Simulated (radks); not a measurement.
**S²⁺ in [Ne] 3s1.75 3p2 3d0.25: an all-electron calculation**

One table from this session's results is given with a row withheld; the runs are named, their logs left out.

Method: scalar-relativistic Kohn-Sham, PBEsol, spin-polarised, spherical densities, point nucleus; open shells are filled with parallel spins first. Code: radks (a radial shooting solver on a logarithmic mesh, Libxc functionals) version 1.

**What is computed**

* element: sulfur (Z = 16)
* charge: +2
* electrons: 14
* configuration: [Ne] 3s1.75 3p2 3d0.25

Set-up of the first run:

Settings of this run:

```text
Z 16
configuration [Ne] 3s1.75 3p2 3d0.25 4s0 4p0
relativity scalar-relativistic
functional pbe_sol,pbe_sol
spin polarised
nucleus point
c 137.035999084
```

One table of the session follows, with a row left open; its other results are not shown here.

It belongs to the step «Orbitals and density». Radial moments (bohr):

```
  level      <r>  outermost maximum (interpolated)  90 % within  nodes
  1s up  0.09698                            0.0634        0.173      0
1s down        ?                                 ?            ?      ?
  2s up   0.4792                             0.388        0.751      1
2s down   0.4788                             0.389        0.750      1
  2p up   0.4421                             0.325        0.737      0
2p down   0.4416                             0.326        0.735      0
  3s up    1.567                              1.36         2.33      2
3s down    1.577                              1.36         2.36      2
  3p up    1.741                              1.49         2.64      1
3p down    1.775                              1.49         2.72      1
  3d up    2.278                              1.81         3.64      0
  4s up    3.912                              3.62         5.63      3
3d down    2.479                              1.91         4.02      0
  4p up    4.526                              4.19         6.54      2
```

Estimate the missing values for 1s down.

The run gave: <r>: 0.09697; outermost maximum (interpolated): 0.0634; 90 % within: 0.173; nodes: 0. In the column «<r>» it is the lowest.
